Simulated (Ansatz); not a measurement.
# SiC− (quartet): B2PLYP, RPA-PBE over vertical spin and charge gaps, aug-cc-pVDZ

Aim: run SiC− (quartet) with these functionals over vertical spin and charge gaps, and hold them against the top wave-function level at the same points.

Computed with Ansatz 0.2.0, Gaussian basis. Level: aug-cc-pVDZ, all electrons in the functionals, frozen cores in the correlation of double hybrids and RPA.

To be run: B2PLYP, RPA-PBE, at charge -1, quartet; charge -1, doublet; charge -1, sextet; charge 0, triplet; charge 0, quintet.

13 further runs of the same task are left out: 8 that didn't finish, 5 set aside as unsound or not needed. Runs told in other sessions of the task aren't counted.

## (1) The system

The geometry is a PBE0/def2-TZVPD stationary point (not a proven minimum).

2 atoms, charge -1, spin multiplicity 4.

Atoms are counted from 1 here; the program's logs count them from 0.

Bond lengths: Si1–C2 1.818 Å.

No dispersion term is added.

The geometry shown and the zero of energy belong to the point charge -1, quartet. The yardstick, UCCSD(T), and other wave-function levels (R restricted, U unrestricted, valence and pair active spaces) come from earlier runs.

## (2) B2PLYP, charge -1, quartet

File in.yaml:

```yaml
crystal:
  periodic: [false, false, false]
  atoms:
    - {symbol: Si, position_ang: [0.000000, 0.000000, 0.000000]}
    - {symbol: C, position_ang: [0.000000, 0.000000, 1.817700]}
basis:
  gaussian: {orbitals: aug-cc-pVDZ}
total_charge: -1
magnetization: {spin_polarized: true, initial_magnetization: 3}
hamiltonian: {xc: {name: B2PLYP}}
correlation: {electrons: outside_noble_gas}
```

Command:

```console
ansatz run in.yaml --threads 1 --pin off --events-out ev --progress --plain --max-ram 2393MiB
```

Standard output:

```text
Functional definition: B2PLYP
  name "B2PLYP"
  cite "Grimme, J. Chem. Phys. 124, 034108 (2006) doi:10.1063/1.2148954"
  cite "Becke, Phys. Rev. A 38, 3098 (1988) doi:10.1103/PhysRevA.38.3098"
  cite "Lee, Yang & Parr, Phys. Rev. B 37, 785 (1988) doi:10.1103/PhysRevB.37.785"
  parameter a = 0.53
  parameter c = 0.27
  exchange = (1 - a)*b88_x + a*exact_x
  correlation = (1 - c)*lyp_c + c*(mp2_os + mp2_ss)
520 factors; integrals over basis functions are off by at most 5.8e-4 eV
mean field evaluation 1: about -8901.1548 eV, gradient 7.3e0 eV
mean field evaluation 2: about -8901.1538 eV, gradient 7.3e0 eV
mean field evaluation 4: about -8901.9147 eV, gradient 2.1e0 eV
mean field evaluation 8: about -8901.9895 eV, gradient 2.1e-1 eV
mean field evaluation 16: about -8901.9940 eV, gradient 1.4e-3 eV
mean field evaluation 32: about -8901.9940 eV, gradient 1.3e-3 eV
mean field evaluation 64: about -8902.1627 eV, gradient 4.2e0 eV
mean field -8902.48780253 eV, -327.1603924200 hartree, gradient 1.7e-6 eV, S^2 3.962071; 9 other end points of the search recorded, 0 dependent functions left out
6 core orbitals not correlated: weight in the atoms' cores, before any rotation towards them, 1.000 or more for the frozen orbitals, at most 0.000 for the correlated occupied ones
reference -8902.48790709 eV, -327.1603962624 hartree; 6, 3 occupied and 38, 41 virtual orbitals, 520 factors
second order -5.98139178 eV of doubles, -0.00000000 eV of singles
Total energy: -8904.10288287 eV, -327.2197455277 hartree
```

Run time: 6 s. Hardware: 1 thread of Arm Neoverse V2, shared host.

From the report: ⟨S²⟩ of the determinant 3.962 (pure quartet: 3.75).

## (3) B2PLYP, charge -1, doublet

in.yaml, as its differences from that of step 2:

```diff
@@ -8,3 +8,3 @@
 total_charge: -1
-magnetization: {spin_polarized: true, initial_magnetization: 3}
+magnetization: {spin_polarized: true, initial_magnetization: 1}
 hamiltonian: {xc: {name: B2PLYP}}
```

Same command.

Standard output:

```text
Functional definition: B2PLYP
  name "B2PLYP"
  cite "Grimme, J. Chem. Phys. 124, 034108 (2006) doi:10.1063/1.2148954"
  cite "Becke, Phys. Rev. A 38, 3098 (1988) doi:10.1103/PhysRevA.38.3098"
  cite "Lee, Yang & Parr, Phys. Rev. B 37, 785 (1988) doi:10.1103/PhysRevB.37.785"
  parameter a = 0.53
  parameter c = 0.27
  exchange = (1 - a)*b88_x + a*exact_x
  correlation = (1 - c)*lyp_c + c*(mp2_os + mp2_ss)
520 factors; integrals over basis functions are off by at most 5.8e-4 eV
mean field evaluation 1: about -8903.2455 eV, gradient 5.1e0 eV
mean field evaluation 2: about -8903.2457 eV, gradient 5.1e0 eV
mean field evaluation 4: about -8903.6492 eV, gradient 3.3e0 eV
mean field evaluation 8: about -8903.8096 eV, gradient 5.7e-1 eV
mean field evaluation 16: about -8903.9478 eV, gradient 6.0e-3 eV
mean field evaluation 32: about -8903.9478 eV, gradient 6.7e-3 eV
mean field evaluation 64: about -8902.1452 eV, gradient 7.4e0 eV
mean field evaluation 96: about -8903.8849 eV, gradient 1.6e-3 eV
mean field evaluation 128: about -8901.9259 eV, gradient 5.8e-2 eV
mean field -8903.94783733 eV, -327.2140477091 hartree, gradient 6.3e-7 eV, S^2 1.388738; 8 other end points of the search recorded, 0 dependent functions left out
6 core orbitals not correlated: weight in the atoms' cores, before any rotation towards them, 1.000 or more for the frozen orbitals, at most 0.000 for the correlated occupied ones
reference -8903.94794301 eV, -327.2140515930 hartree; 5, 4 occupied and 39, 40 virtual orbitals, 520 factors
second order -7.08665352 eV of doubles, -0.00000000 eV of singles
Total energy: -8905.86133946 eV, -327.2843676156 hartree
```

Wall time 11 s (1 thread of Arm Neoverse V2, shared host).

From the report: ⟨S²⟩ of the determinant 1.389 (pure doublet: 0.75). The determinant of B2PLYP (⟨S²⟩ 1.39) is far from a pure spin state, so its energy mixes those of several spin states; that is harmless only where they are near-degenerate.

From charge -1, quartet: -1.758 eV.

## (4) B2PLYP, charge -1, sextet

in.yaml, as its differences from that of step 3:

```diff
@@ -8,3 +8,3 @@
 total_charge: -1
-magnetization: {spin_polarized: true, initial_magnetization: 1}
+magnetization: {spin_polarized: true, initial_magnetization: 5}
 hamiltonian: {xc: {name: B2PLYP}}
```

The command is unchanged.

Standard output:

```text
Functional definition: B2PLYP
  name "B2PLYP"
  cite "Grimme, J. Chem. Phys. 124, 034108 (2006) doi:10.1063/1.2148954"
  cite "Becke, Phys. Rev. A 38, 3098 (1988) doi:10.1103/PhysRevA.38.3098"
  cite "Lee, Yang & Parr, Phys. Rev. B 37, 785 (1988) doi:10.1103/PhysRevB.37.785"
  parameter a = 0.53
  parameter c = 0.27
  exchange = (1 - a)*b88_x + a*exact_x
  correlation = (1 - c)*lyp_c + c*(mp2_os + mp2_ss)
520 factors; integrals over basis functions are off by at most 5.8e-4 eV
mean field evaluation 1: about -8900.4116 eV, gradient 7.2e0 eV
mean field evaluation 2: about -8900.4116 eV, gradient 7.2e0 eV
mean field evaluation 4: about -8901.0755 eV, gradient 9.5e-1 eV
mean field evaluation 8: about -8901.0923 eV, gradient 8.6e-2 eV
mean field evaluation 16: about -8901.0928 eV, gradient 7.9e-6 eV
mean field -8901.09279241 eV, -327.1091267438 hartree, gradient 8.0e-6 eV, S^2 8.758905; 0 other end points of the search recorded, 0 dependent functions left out
6 core orbitals not correlated: weight in the atoms' cores, before any rotation towards them, 1.000 or more for the frozen orbitals, at most 0.000 for the correlated occupied ones
reference -8901.09290083 eV, -327.1091307280 hartree; 7, 2 occupied and 37, 42 virtual orbitals, 520 factors
second order -4.87755277 eV of doubles, -0.00000000 eV of singles
Total energy: -8902.40984008 eV, -327.1575273527 hartree
```

It took 1.2 s on 1 thread of Arm Neoverse V2, shared host.

From the report: ⟨S²⟩ of the determinant 8.759 (pure sextet: 8.75).

From charge -1, quartet: +1.693 eV.

## (5) B2PLYP, charge 0, triplet

in.yaml, as its differences from that of step 4:

```diff
@@ -7,4 +7,3 @@
   gaussian: {orbitals: aug-cc-pVDZ}
-total_charge: -1
-magnetization: {spin_polarized: true, initial_magnetization: 5}
+magnetization: {spin_polarized: true, initial_magnetization: 2}
 hamiltonian: {xc: {name: B2PLYP}}
```

The command is unchanged.

Standard output:

```text
Functional definition: B2PLYP
  name "B2PLYP"
  cite "Grimme, J. Chem. Phys. 124, 034108 (2006) doi:10.1063/1.2148954"
  cite "Becke, Phys. Rev. A 38, 3098 (1988) doi:10.1103/PhysRevA.38.3098"
  cite "Lee, Yang & Parr, Phys. Rev. B 37, 785 (1988) doi:10.1103/PhysRevB.37.785"
  parameter a = 0.53
  parameter c = 0.27
  exchange = (1 - a)*b88_x + a*exact_x
  correlation = (1 - c)*lyp_c + c*(mp2_os + mp2_ss)
520 factors; integrals over basis functions are off by at most 5.8e-4 eV
mean field evaluation 1: about -8898.1024 eV, gradient 2.3e1 eV
mean field evaluation 2: about -8898.1026 eV, gradient 2.3e1 eV
mean field evaluation 4: about -8902.0175 eV, gradient 2.5e0 eV
mean field evaluation 8: about -8902.2387 eV, gradient 4.8e-1 eV
mean field evaluation 16: about -8902.2936 eV, gradient 2.5e-3 eV
mean field evaluation 32: about -8902.2903 eV, gradient 1.4e-1 eV
mean field -8902.29359877 eV, -327.1532555636 hartree, gradient 6.5e-6 eV, S^2 2.300178; 2 other end points of the search recorded, 0 dependent functions left out
6 core orbitals not correlated: weight in the atoms' cores, before any rotation towards them, 1.000 or more for the frozen orbitals, at most 0.000 for the correlated occupied ones
reference -8902.29372348 eV, -327.1532601466 hartree; 5, 3 occupied and 39, 41 virtual orbitals, 520 factors
second order -5.67901573 eV of doubles, -0.00000000 eV of singles
Total energy: -8903.82705773 eV, -327.2096091409 hartree
```

It took 2.1 s on 1 thread of Arm Neoverse V2, shared host.

From the report: ⟨S²⟩ of the determinant 2.300 (pure triplet: 2.00).

From charge -1, quartet: +0.276 eV.

## (6) B2PLYP, charge 0, quintet

in.yaml, as its differences from that of step 5:

```diff
@@ -7,3 +7,3 @@
   gaussian: {orbitals: aug-cc-pVDZ}
-magnetization: {spin_polarized: true, initial_magnetization: 2}
+magnetization: {spin_polarized: true, initial_magnetization: 4}
 hamiltonian: {xc: {name: B2PLYP}}
```

The command is unchanged.

Standard output:

```text
Functional definition: B2PLYP
  name "B2PLYP"
  cite "Grimme, J. Chem. Phys. 124, 034108 (2006) doi:10.1063/1.2148954"
  cite "Becke, Phys. Rev. A 38, 3098 (1988) doi:10.1103/PhysRevA.38.3098"
  cite "Lee, Yang & Parr, Phys. Rev. B 37, 785 (1988) doi:10.1103/PhysRevB.37.785"
  parameter a = 0.53
  parameter c = 0.27
  exchange = (1 - a)*b88_x + a*exact_x
  correlation = (1 - c)*lyp_c + c*(mp2_os + mp2_ss)
520 factors; integrals over basis functions are off by at most 5.8e-4 eV
mean field evaluation 1: about -8899.5208 eV, gradient 1.2e1 eV
mean field evaluation 2: about -8899.5210 eV, gradient 1.2e1 eV
mean field evaluation 4: about -8900.7105 eV, gradient 1.1e0 eV
mean field evaluation 8: about -8900.7698 eV, gradient 1.2e-1 eV
mean field evaluation 16: about -8900.7705 eV, gradient 1.8e-5 eV
mean field -8900.77052547 eV, -327.0972836519 hartree, gradient 2.2e-6 eV, S^2 6.008137; 0 other end points of the search recorded, 0 dependent functions left out
6 core orbitals not correlated: weight in the atoms' cores, before any rotation towards them, 1.000 or more for the frozen orbitals, at most 0.000 for the correlated occupied ones
reference -8900.77066141 eV, -327.0972886477 hartree; 6, 2 occupied and 38, 42 virtual orbitals, 520 factors
second order -4.46203575 eV of doubles, -0.00000000 eV of singles
Total energy: -8901.97541106 eV, -327.1415623808 hartree
```

Wall time 1.3 s (1 thread of Arm Neoverse V2, shared host).

From the report: ⟨S²⟩ of the determinant 6.008 (pure quintet: 6.00).

From charge -1, quartet: +2.127 eV.

## (7) RPA-PBE, charge -1, quartet

File in.yaml:

```yaml
crystal:
  periodic: [false, false, false]
  atoms:
    - {symbol: Si, position_ang: [0.000000, 0.000000, 0.000000]}
    - {symbol: C, position_ang: [0.000000, 0.000000, 1.817700]}
basis:
  gaussian: {orbitals: aug-cc-pVDZ}
total_charge: -1
magnetization: {spin_polarized: true, initial_magnetization: 3}
hamiltonian: {xc: {name: PBE}}
correlation: {method: rpa, electrons: outside_noble_gas}
```

Launched as before.

Standard output:

```text
Functional definition: PBE
  name "PBE"
  cite "Perdew, Burke & Ernzerhof, Phys. Rev. Lett. 77, 3865 (1996) doi:10.1103/PhysRevLett.77.3865"
  parent pbe
  parameter kappa = 0.804
  parameter beta = 0.06672455060314922
  exchange = pbe_x(kappa = kappa, mu = beta*pi^2/3)
  correlation = pbe_c(beta = beta)
520 factors; integrals over basis functions are off by at most 5.8e-4 eV
mean field evaluation 1: about -8902.6147 eV, gradient 7.6e0 eV
mean field evaluation 2: about -8902.6137 eV, gradient 7.6e0 eV
mean field evaluation 4: about -8903.1404 eV, gradient 5.1e0 eV
mean field evaluation 8: about -8903.4011 eV, gradient 6.4e-2 eV
mean field evaluation 16: about -8903.4012 eV, gradient 1.2e-4 eV
mean field evaluation 32: about -8901.8139 eV, gradient 5.5e0 eV
mean field evaluation 64: about -8903.0927 eV, gradient 5.8e-1 eV
mean field evaluation 96: about -8902.7730 eV, gradient 5.5e0 eV
mean field evaluation 128: about -8903.3849 eV, gradient 6.8e-1 eV
mean field evaluation 160: about -8903.3990 eV, gradient 1.9e-1 eV
mean field -8903.40117101 eV, -327.1939580926 hartree, gradient 4.0e-6 eV, S^2 3.769058; 16 other end points of the search recorded, 0 dependent functions left out
6 core orbitals not correlated: weight in the atoms' cores, before any rotation towards them, 1.000 or more for the frozen orbitals, at most 0.000 for the correlated occupied ones
reference -8886.86334799 eV, -326.5862043063 hartree; 6, 3 occupied and 38, 41 virtual orbitals, 520 factors
Total energy: -8896.09555666 eV, -326.9254817170 hartree
```

It took 8.5 s on 1 thread of Arm Neoverse V2, shared host.

From the report: ⟨S²⟩ of the determinant 3.769 (pure quartet: 3.75).

## (8) RPA-PBE, charge -1, doublet

in.yaml, as its differences from that of step 7:

```diff
@@ -8,3 +8,3 @@
 total_charge: -1
-magnetization: {spin_polarized: true, initial_magnetization: 3}
+magnetization: {spin_polarized: true, initial_magnetization: 1}
 hamiltonian: {xc: {name: PBE}}
```

Launched as before.

Standard output:

```text
Functional definition: PBE
  name "PBE"
  cite "Perdew, Burke & Ernzerhof, Phys. Rev. Lett. 77, 3865 (1996) doi:10.1103/PhysRevLett.77.3865"
  parent pbe
  parameter kappa = 0.804
  parameter beta = 0.06672455060314922
  exchange = pbe_x(kappa = kappa, mu = beta*pi^2/3)
  correlation = pbe_c(beta = beta)
520 factors; integrals over basis functions are off by at most 5.8e-4 eV
mean field evaluation 1: about -8904.1536 eV, gradient 1.1e1 eV
mean field evaluation 2: about -8904.1532 eV, gradient 1.2e1 eV
mean field evaluation 4: about -8904.9657 eV, gradient 5.5e0 eV
mean field evaluation 8: about -8905.2247 eV, gradient 1.2e0 eV
mean field evaluation 16: about -8905.2361 eV, gradient 2.0e-4 eV
mean field evaluation 32: about -8904.7388 eV, gradient 5.8e0 eV
mean field evaluation 64: about -8904.3266 eV, gradient 3.4e0 eV
mean field evaluation 96: about -8902.1680 eV, gradient 6.3e0 eV
mean field -8905.23614441 eV, -327.2613921213 hartree, gradient 1.8e-6 eV, S^2 0.783726; 9 other end points of the search recorded, 0 dependent functions left out
6 core orbitals not correlated: weight in the atoms' cores, before any rotation towards them, 1.000 or more for the frozen orbitals, at most 0.000 for the correlated occupied ones
reference -8887.44833472 eV, -326.6077021721 hartree; 5, 4 occupied and 39, 40 virtual orbitals, 520 factors
Total energy: -8898.09755212 eV, -326.9990536934 hartree
```

Wall time 4.5 s (1 thread of Arm Neoverse V2, shared host).

From the report: ⟨S²⟩ of the determinant 0.784 (pure doublet: 0.75).

From charge -1, quartet: -2.002 eV.

## (9) RPA-PBE, charge -1, sextet

in.yaml, as its differences from that of step 8:

```diff
@@ -8,3 +8,3 @@
 total_charge: -1
-magnetization: {spin_polarized: true, initial_magnetization: 1}
+magnetization: {spin_polarized: true, initial_magnetization: 5}
 hamiltonian: {xc: {name: PBE}}
```

Same command.

Standard output:

```text
Functional definition: PBE
  name "PBE"
  cite "Perdew, Burke & Ernzerhof, Phys. Rev. Lett. 77, 3865 (1996) doi:10.1103/PhysRevLett.77.3865"
  parent pbe
  parameter kappa = 0.804
  parameter beta = 0.06672455060314922
  exchange = pbe_x(kappa = kappa, mu = beta*pi^2/3)
  correlation = pbe_c(beta = beta)
520 factors; integrals over basis functions are off by at most 5.8e-4 eV
mean field evaluation 1: about -8901.3624 eV, gradient 4.6e0 eV
mean field evaluation 2: about -8901.3615 eV, gradient 4.6e0 eV
mean field evaluation 4: about -8901.5719 eV, gradient 2.4e0 eV
mean field evaluation 8: about -8901.6124 eV, gradient 4.4e-2 eV
mean field evaluation 16: about -8899.7103 eV, gradient 5.9e0 eV
mean field evaluation 32: about -8900.2061 eV, gradient 2.1e-6 eV
mean field evaluation 64: about -8900.2061 eV, gradient 5.8e-3 eV
mean field -8901.61245963 eV, -327.1282241616 hartree, gradient 6.7e-6 eV, S^2 8.754652; 5 other end points of the search recorded, 0 dependent functions left out
6 core orbitals not correlated: weight in the atoms' cores, before any rotation towards them, 1.000 or more for the frozen orbitals, at most 0.000 for the correlated occupied ones
reference -8886.47053127 eV, -326.5717685581 hartree; 7, 2 occupied and 37, 42 virtual orbitals, 520 factors
Total energy: -8894.33013149 eV, -326.8606035388 hartree
```

Run time: 4.4 s. Hardware: 1 thread of Arm Neoverse V2, shared host.

From the report: ⟨S²⟩ of the determinant 8.755 (pure sextet: 8.75).

From charge -1, quartet: +1.765 eV.

## (10) RPA-PBE, charge 0, triplet

in.yaml, as its differences from that of step 9:

```diff
@@ -7,4 +7,3 @@
   gaussian: {orbitals: aug-cc-pVDZ}
-total_charge: -1
-magnetization: {spin_polarized: true, initial_magnetization: 5}
+magnetization: {spin_polarized: true, initial_magnetization: 2}
 hamiltonian: {xc: {name: PBE}}
```

The command is unchanged.

Standard output:

```text
Functional definition: PBE
  name "PBE"
  cite "Perdew, Burke & Ernzerhof, Phys. Rev. Lett. 77, 3865 (1996) doi:10.1103/PhysRevLett.77.3865"
  parent pbe
  parameter kappa = 0.804
  parameter beta = 0.06672455060314922
  exchange = pbe_x(kappa = kappa, mu = beta*pi^2/3)
  correlation = pbe_c(beta = beta)
520 factors; integrals over basis functions are off by at most 5.8e-4 eV
mean field evaluation 1: about -8891.1627 eV, gradient 4.2e1 eV
mean field evaluation 2: about -8891.1621 eV, gradient 4.2e1 eV
mean field evaluation 4: about -8901.5980 eV, gradient 1.1e1 eV
mean field evaluation 8: about -8902.9953 eV, gradient 1.9e-1 eV
mean field evaluation 16: about -8902.9968 eV, gradient 2.7e-4 eV
mean field evaluation 32: about -8902.9968 eV, gradient 1.9e-3 eV
mean field evaluation 64: about -8902.9784 eV, gradient 6.2e-1 eV
mean field evaluation 96: about -8874.7041 eV, gradient 2.0e1 eV
mean field -8902.99675511 eV, -327.1790960823 hartree, gradient 2.9e-6 eV, S^2 2.025217; 9 other end points of the search recorded, 0 dependent functions left out
6 core orbitals not correlated: weight in the atoms' cores, before any rotation towards them, 1.000 or more for the frozen orbitals, at most 0.000 for the correlated occupied ones
reference -8886.74670110 eV, -326.5819176122 hartree; 5, 3 occupied and 39, 41 virtual orbitals, 520 factors
Total energy: -8895.80572111 eV, -326.9148304569 hartree
```

Run time: 4.2 s. Hardware: 1 thread of Arm Neoverse V2, shared host.

From the report: ⟨S²⟩ of the determinant 2.025 (pure triplet: 2.00).

From charge -1, quartet: +0.290 eV.

## (11) RPA-PBE, charge 0, quintet

in.yaml, as its differences from that of step 10:

```diff
@@ -7,3 +7,3 @@
   gaussian: {orbitals: aug-cc-pVDZ}
-magnetization: {spin_polarized: true, initial_magnetization: 2}
+magnetization: {spin_polarized: true, initial_magnetization: 4}
 hamiltonian: {xc: {name: PBE}}
```

Same command.

Standard output:

```text
Functional definition: PBE
  name "PBE"
  cite "Perdew, Burke & Ernzerhof, Phys. Rev. Lett. 77, 3865 (1996) doi:10.1103/PhysRevLett.77.3865"
  parent pbe
  parameter kappa = 0.804
  parameter beta = 0.06672455060314922
  exchange = pbe_x(kappa = kappa, mu = beta*pi^2/3)
  correlation = pbe_c(beta = beta)
520 factors; integrals over basis functions are off by at most 5.8e-4 eV
mean field evaluation 1: about -8897.0577 eV, gradient 2.3e1 eV
mean field evaluation 2: about -8897.0571 eV, gradient 2.3e1 eV
mean field evaluation 4: about -8900.8865 eV, gradient 2.9e0 eV
mean field evaluation 8: about -8900.9915 eV, gradient 2.0e-1 eV
mean field evaluation 16: about -8900.9919 eV, gradient 6.6e-6 eV
mean field evaluation 32: about -8886.3730 eV, gradient 8.4e0 eV
mean field -8900.99194875 eV, -327.1054208076 hartree, gradient 2.2e-6 eV, S^2 6.003771; 4 other end points of the search recorded, 0 dependent functions left out
6 core orbitals not correlated: weight in the atoms' cores, before any rotation towards them, 1.000 or more for the frozen orbitals, at most 0.000 for the correlated occupied ones
reference -8886.27500562 eV, -326.5645831229 hartree; 6, 2 occupied and 38, 42 virtual orbitals, 520 factors
Total energy: -8893.80745452 eV, -326.8413955143 hartree
```

Wall time 2.2 s (1 thread of Arm Neoverse V2, shared host).

From the report: ⟨S²⟩ of the determinant 6.004 (pure quintet: 6.00).

From charge -1, quartet: +2.288 eV.

## (12) Against the wave-function levels

No level is safe as a reference over these points; UCCSD(T) serves as a yardstick only. It comes from earlier runs at the same points. Energies in eV, counted from charge -1, quartet; blanks weren't run or aren't comparable.

| level | quartet to doublet | quartet to sextet | removing an electron (triplet) | removing an electron (quintet) |
| --- | --- | --- | --- | --- |
| UCCSD(T) | -1.829 | 1.627 | 0.224 | 2.073 |
| B2PLYP | -1.758 | 1.693 | 0.276 | 2.127 |
| RPA-PBE | -2.002 | 1.765 | 0.290 | 2.288 |

Largest miss and mean time a point (UCCSD(T) took 11 s a point; shared hosts):

| level | largest miss (eV) | where | time a point |
| --- | --- | --- | --- |
| B2PLYP | +0.070 | quartet to doublet | 4.3 s |
| RPA-PBE | +0.216 | removing an electron (quintet) | 4.8 s |

## (13) Outcome

```
                                quantity                                       value
            quartet to doublet, UCCSD(T)                                   -1.829 eV
             quartet to sextet, UCCSD(T)                                    1.627 eV
removing an electron (triplet), UCCSD(T)                                    0.224 eV
removing an electron (quintet), UCCSD(T)                                    2.073 eV
                    largest miss, B2PLYP              +0.070 eV (quartet to doublet)
                   largest miss, RPA-PBE  +0.216 eV (removing an electron (quintet))
```

**Reading.** Of the functionals, B2PLYP keep the smallest largest miss at the points compared (at most 0.070 eV) and RPA-PBE strays most (0.216 eV, at removing an electron (quintet)). B2PLYP clearly breaks the spin symmetry at some points (⟨S²⟩ up to 0.64 above the pure value), so energy there is bought with a mixed spin. Functionals and the yardstick converge differently with the basis, so part of each miss in aug-cc-pVDZ is the basis. The yardstick itself may be off where one determinant is a poor start.
